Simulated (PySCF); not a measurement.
Species: cis-3-hexene, C6H12.
Numbering: `[CH3:1][CH2:2]/[CH:3]=[CH:4]\[CH2:5][CH3:6]` (hydrogens: H7, H8, H9 on C1; H10, H11 on C2; H12 on C3; H13 on C4; H14, H15 on C5; H16, H17, H18 on C6)

Method: PySCF 2.14.0, PBE0-D3(BJ)/def2-TZVP geometry optimisation, gas phase; density fitting, grid level 2; the optimiser is geomeTRIC in internal coordinates, started from a GFN2-xTB structure with every atom displaced at random (about 0.01 Å).

Step 1: E = -6412.1717 eV
```
atom  x, y, z in Å  |  force x, y, z in eV/Å
C1     -2.5453   -0.1453   -0.1416   -0.024  -0.082   0.082
C2     -1.2836    0.3017   -0.8744    0.009  -0.003  -0.016
C3     -0.4365    1.1390    0.0288   -0.279  -0.114   0.324
C4      0.5657    0.7007    0.7865    0.334   0.387  -0.180
C5      1.2270   -0.6352    0.6972   -0.013  -0.050   0.028
C6      2.5228   -0.5456   -0.1076   -0.062  -0.013  -0.054
H7     -2.2742   -0.7546    0.7279   -0.069   0.050  -0.094
H8     -3.1114    0.7135    0.2257   -0.001   0.031   0.013
H9     -3.2088   -0.7303   -0.7824    0.023  -0.023  -0.041
H10    -0.7341   -0.5777   -1.2193   -0.001   0.029  -0.038
H11    -1.5597    0.8729   -1.7663    0.020   0.000  -0.007
H12    -0.7837    2.1603    0.1825    0.065  -0.021  -0.047
H13     1.0457    1.4263    1.4503   -0.076  -0.173  -0.069
H14     0.5586   -1.3650    0.2332    0.019  -0.007   0.022
H15     1.4432   -1.0086    1.7040    0.007   0.006  -0.009
H16     2.3032   -0.2086   -1.1251    0.054  -0.017   0.047
H17     3.2130    0.1751    0.3369    0.009   0.009   0.008
H18     3.0325   -1.5102   -0.1686   -0.016  -0.009   0.033
```

Step 2: E = -6412.1796 eV
```
atom  x, y, z in Å  |  force x, y, z in eV/Å
C1     -2.6146   -0.1451   -0.1713    0.001   0.004   0.005
C2     -1.3428    0.3253   -0.8746    0.154  -0.198   0.156
C3     -0.4604    1.0970    0.0570   -0.171   0.157   0.146
C4      0.5983    0.6963    0.7583    0.111   0.045  -0.129
C5      1.2937   -0.6272    0.7265   -0.096  -0.011  -0.146
C6      2.5762   -0.5659   -0.0998   -0.018  -0.010  -0.001
H7     -2.3664   -0.8188    0.6523   -0.019  -0.001  -0.015
H8     -3.1637    0.6999    0.2523    0.005   0.003  -0.009
H9     -3.2834   -0.6704   -0.8576    0.017   0.003  -0.008
H10    -0.8123   -0.5357   -1.2879    0.018  -0.056  -0.001
H11    -1.6162    0.9579   -1.7250    0.050   0.026   0.010
H12    -0.7927    2.1182    0.2336    0.023   0.055  -0.019
H13     1.0765    1.4437    1.3903   -0.042  -0.017   0.023
H14     0.6355   -1.4016    0.3257   -0.031  -0.015  -0.041
H15     1.5398   -0.9320    1.7491   -0.026   0.019   0.012
H16     2.3487   -0.3024   -1.1353    0.018  -0.007   0.003
H17     3.2581    0.1938    0.2904    0.007   0.000   0.005
H18     3.1000   -1.5248   -0.0963    0.002   0.002   0.011
```

Problem. Estimate the geometry and energy of step 3. (The exact step hangs on the optimiser's Hessian estimate; all steps are aligned on step 2, rigid shifts and turns removed.)

Solution. E = -6412.2002 eV, largest force 0.282 eV/Å
```
atom  x, y, z in Å  |  force x, y, z in eV/Å
C1     -2.5717   -0.1982   -0.1783    0.016   0.108  -0.117
C2     -1.2850    0.3259   -0.8162   -0.084   0.050   0.074
C3     -0.4729    1.1661    0.1208    0.062  -0.023  -0.076
C4      0.6209    0.7793    0.7711   -0.134  -0.233  -0.083
C5      1.2430   -0.5800    0.7014    0.088   0.054   0.005
C6      2.5173   -0.5961   -0.1375    0.036  -0.013   0.079
H7     -2.3516   -0.8546    0.6623    0.044  -0.063   0.080
H8     -3.1834    0.6258    0.2007    0.008  -0.031  -0.026
H9     -3.1667   -0.7588   -0.9043   -0.010   0.020   0.030
H10    -0.6928   -0.5095   -1.1987   -0.017   0.007   0.038
H11    -1.5481    0.9346   -1.6869   -0.001   0.008  -0.037
H12    -0.8200    2.1861    0.2704   -0.041  -0.002   0.006
H13     1.1255    1.4978    1.4069    0.058   0.098   0.068
H14     0.5336   -1.3137    0.3105    0.006   0.035   0.000
H15     1.4904   -0.9052    1.7171   -0.020  -0.019   0.034
H16     2.3100   -0.3191   -1.1717   -0.032   0.007  -0.052
H17     3.2500    0.1161    0.2516    0.000  -0.010  -0.004
H18     2.9758   -1.5879   -0.1315    0.022   0.007  -0.018
```

The energy changes by -0.0206 eV. The first-order estimate −F·Δx gives -0.0616 eV and the mean of the old and new forces, exact on a quadratic surface, -0.0180 eV. The step makes an angle of 72° with the force vector and moves no atom by more than 0.154 Å.

What follows is the cost of the whole optimisation. On an AMD EPYC 9R45 with 2 threads, on a shared host, this took 98 s wall, 4.5 min CPU and 1.5 GiB of memory at its peak.
